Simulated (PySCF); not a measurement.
**How the method changes the constants of OH⁻**

State: ¹Σ⁺ (singlet), closed shell. Set-up: basis H def2-TZVPPD, O def2-TZVPPD; no relativity; PySCF 2.14. De refers to H + O⁻ in their high-spin ground configurations, without counterpoise correction. A positive dipole points towards O; it is taken about the centre of mass and depends on that origin.

```json
{"Level": "RHF-MP2", "Re (Å)": "0.966", "ωe (cm⁻¹)": "3810", "De (eV)": "5.20", "μ (D)": "n/a", "CPU s a point (SCF and correlation, without the integrals)": "0.11"}
{"Level": "RHF-SCS-MP2", "Re (Å)": "0.966", "ωe (cm⁻¹)": "3790", "De (eV)": "5.11", "μ (D)": "n/a", "CPU s a point (SCF and correlation, without the integrals)": "n/a"}
{"Level": "RHF-CCSD", "Re (Å)": "0.963", "ωe (cm⁻¹)": "3789", "De (eV)": "n/a", "μ (D)": "n/a", "CPU s a point (SCF and correlation, without the integrals)": "n/a"}
{"Level": "RHF-CCSD(T)", "Re (Å)": "0.966", "ωe (cm⁻¹)": "3738", "De (eV)": "n/a", "μ (D)": "n/a", "CPU s a point (SCF and correlation, without the integrals)": "0.8"}
{"Level": "LDA", "Re (Å)": "0.974", "ωe (cm⁻¹)": "3702", "De (eV)": "5.70", "μ (D)": "-1.14", "CPU s a point (SCF and correlation, without the integrals)": "0.22"}
{"Level": "PBE", "Re (Å)": "0.974", "ωe (cm⁻¹)": "3667", "De (eV)": "4.97", "μ (D)": "-1.09", "CPU s a point (SCF and correlation, without the integrals)": "0.35"}
{"Level": "revPBE", "Re (Å)": "0.974", "ωe (cm⁻¹)": "3653", "De (eV)": "4.83", "μ (D)": "-1.08", "CPU s a point (SCF and correlation, without the integrals)": "0.23"}
{"Level": "BP86", "Re (Å)": "0.975", "ωe (cm⁻¹)": "3647", "De (eV)": "5.08", "μ (D)": "-1.08", "CPU s a point (SCF and correlation, without the integrals)": "0.24"}
{"Level": "TPSS", "Re (Å)": "0.973", "ωe (cm⁻¹)": "3651", "De (eV)": "4.87", "μ (D)": "-1.10", "CPU s a point (SCF and correlation, without the integrals)": "0.53"}
{"Level": "r²SCAN", "Re (Å)": "0.965", "ωe (cm⁻¹)": "3761", "De (eV)": "4.84", "μ (D)": "-1.13", "CPU s a point (SCF and correlation, without the integrals)": "0.46"}
{"Level": "B3LYP", "Re (Å)": "0.964", "ωe (cm⁻¹)": "3765", "De (eV)": "4.86", "μ (D)": "-1.14", "CPU s a point (SCF and correlation, without the integrals)": "0.48"}
{"Level": "PBE0", "Re (Å)": "0.961", "ωe (cm⁻¹)": "3830", "De (eV)": "4.81", "μ (D)": "-1.15", "CPU s a point (SCF and correlation, without the integrals)": "0.72"}
{"Level": "ωB97X", "Re (Å)": "0.960", "ωe (cm⁻¹)": "3857", "De (eV)": "4.85", "μ (D)": "-1.17", "CPU s a point (SCF and correlation, without the integrals)": "0.46"}
```

The bond length runs from 0.960 Å (ωB97X) to 0.975 Å (BP86). De spans 4.81 eV (PBE0, global hybrid GGA) to 5.70 eV (LDA, local density).

Correlated steps freeze 1 core orbital. For an ion De counts to the pair picked by the measured ionisation energies or electron affinities, which need not be the lowest pair at this level. Where the molecule has an RHF reference, its open-shell atoms are computed with UHF. The highest Kohn–Sham level is positive in this anion. Much of that is self-interaction error, but it also means that the finite basis helps to hold the extra electron. The CCSD T1 diagnostic is raised, a sign that a single reference may not be enough here.

The whole job (state search and all levels along the bond) took about 1.1 min on 1 thread of Intel Xeon Platinum 8488C (shared host), peak memory 0.82 GiB.
